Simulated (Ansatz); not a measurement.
I need a rigid scan of one bond length of C2H2OS, SMILES O=C=CS. Use the Ansatz DFT code, driven from Python. Settings (for the species named): r2scan0, def2-SVP basis, multiplicity 1.

```json
{"atom": "O", "x (Å)": "-0.0550", "y (Å)": "-2.4922", "z (Å)": "-0.1532"}
{"atom": "C", "x (Å)": "-0.0067", "y (Å)": "-1.2910", "z (Å)": "0.0047"}
{"atom": "C", "x (Å)": "0.0892", "y (Å)": "-0.0121", "z (Å)": "0.2036"}
{"atom": "S", "x (Å)": "-0.4593", "y (Å)": "1.1333", "z (Å)": "-0.9045"}
{"atom": "H", "x (Å)": "0.6423", "y (Å)": "0.3282", "z (Å)": "1.0835"}
{"atom": "H", "x (Å)": "-0.1684", "y (Å)": "2.2698", "z (Å)": "-0.2803"}
```

Script `c2h2os_scan.py`:
```python
import warnings

import ansatz as az
import numpy as np

GEOMETRY = '''
O    -0.05500   -2.49220   -0.15320
C    -0.00670   -1.29100    0.00470
C     0.08920   -0.01210    0.20360
S    -0.45930    1.13330   -0.90450
H     0.64230    0.32820    1.08350
H    -0.16840    2.26980   -0.28030
'''

warnings.simplefilter('ignore', az.DeckWarning)

c2h2os = az.Crystal.molecule()
for line in GEOMETRY.strip().splitlines():
    symbol, *xyz = line.split()
    c2h2os = c2h2os.atom(symbol, [float(v) for v in xyz])

symbols = [site.symbol for site in c2h2os.cartesian_sites]
start = np.array([site.position_ang for site in c2h2os.cartesian_sites])
axis = (start[5] - start[3]) / np.linalg.norm(start[5] - start[3])
moving = [5]
lengths, energies = [1.169, 1.223, 1.276, 1.329, 1.382, 1.435, 1.488, 1.568], []
for length in lengths:
    xyz = start.copy()
    xyz[moving] += (length - np.linalg.norm(start[5] - start[3])) * axis
    point = az.Crystal.molecule()
    for symbol, xyz in zip(symbols, xyz):
        point = point.atom(symbol, xyz.tolist())
    setup = (
        point.calculation()
        .basis(gaussian='def2-SVP')
        .functional('r2scan0')
    )
    data = setup.run(threads=1, backend='cpu').report
    energies.append(data['free_energy_ev'])
    print(f'r = {length:6.3f} A  E = {energies[-1]:.5f} eV  <S^2> = {abs(data["mean_field"]["state"]["spin_squared"]):.3f}')

fit = np.polynomial.Polynomial.fit(lengths, np.array(energies) - min(energies), 4).convert()
roots = [r.real for r in fit.deriv().roots() if abs(r.imag) < 1e-9 and fit.deriv(2)(r.real) > 0]
r_e = min(roots, key=lambda r: abs(r - lengths[int(np.argmin(energies))]))
print(f'minimum of the fit at {r_e:.4f} A, force constant {fit.deriv(2)(r_e):.2f} eV/A^2')
```

`python c2h2os_scan.py` gives:
```text
r =  1.169 A  E = -14976.27226 eV  <S^2> = 0.000
r =  1.223 A  E = -14976.59348 eV  <S^2> = 0.000
r =  1.276 A  E = -14976.76479 eV  <S^2> = 0.000
r =  1.329 A  E = -14976.82668 eV  <S^2> = 0.000
r =  1.382 A  E = -14976.80503 eV  <S^2> = 0.000
r =  1.435 A  E = -14976.72015 eV  <S^2> = 0.000
r =  1.488 A  E = -14976.58801 eV  <S^2> = 0.000
r =  1.568 A  E = -14976.32609 eV  <S^2> = 0.000
minimum of the fit at 1.3394 A, force constant 28.16 eV/A^2
```

Reading the output:
- Total energies depend on the basis set; only differences at equal settings carry meaning.
- The rest of the molecule is held rigid at a force-field or estimated start geometry, and the basis set is modest; single-reference methods fail as a bond breaks.
- The orbitals are restricted, so S² is zero by construction.
- Timing: 22 s on 1 thread of Arm Neoverse V2, with other jobs on the host, peak memory 0.21 GiB.

(Lines on the test bed's own set-up are left out of the output.)
